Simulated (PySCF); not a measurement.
Bond curve of BCl⁺

Set-up: basis B def2-TZVP, Cl def2-TZVP; no relativity; PySCF 2.14. Energies in eV from B⁺ + Cl in their ground configurations at the same level. State: ²Σ⁺ (doublet), unpaired electrons σ ↑.

All columns are PBE0. A positive dipole points towards Cl; it is taken about the centre of mass and depends on that origin.

```tsv
R (Å)	E (eV)	μ (D)	Mulliken charge on B (basis-dependent)	HOMO (eV)	LUMO (eV)	Mayer bond order	⟨S²⟩
1.376	-2.789	-1.45	0.34	-16.95	-10.83	2.21	0.76
1.440	-3.623	-1.81	0.42	-17.13	-11.05	2.13	0.76
1.504	-4.085	-2.17	0.50	-17.30	-11.28	2.07	0.76
1.552	-4.248	-2.45	0.54	-17.42	-11.47	2.02	0.76
1.600	-4.292	-2.72	0.58	-17.53	-11.65	1.98	0.76
1.648	-4.242	-3.00	0.62	-17.63	-11.84	1.94	0.76
1.712	-4.068	-3.36	0.66	-17.74	-12.09	1.89	0.76
1.792	-3.732	-3.80	0.69	-17.85	-12.39	1.82	0.76
1.888	-3.231	-4.30	0.71	-17.54	-12.75	1.74	0.76
2.016	-2.513	-4.89	0.73	-17.08	-13.16	1.59	0.76
```

A fit through these points gives, at Re = 1.596 Å, μ = -2.70 D and dμ/dR = -5.74 D/Å; the reduced mass is 8.373 u.

Question: How strong is the fundamental in the double-harmonic approximation, I = 42.26·(dμ/dR)²/μred km/mol?

Answer: I = 42.26·(-5.74)²/8.373 = 166 km/mol at PBE0.

For an ion De counts to the pair picked by the measured ionisation energies or electron affinities, which need not be the lowest pair at this level. The state was picked by a PBE0 search and need not be the measured ground state.
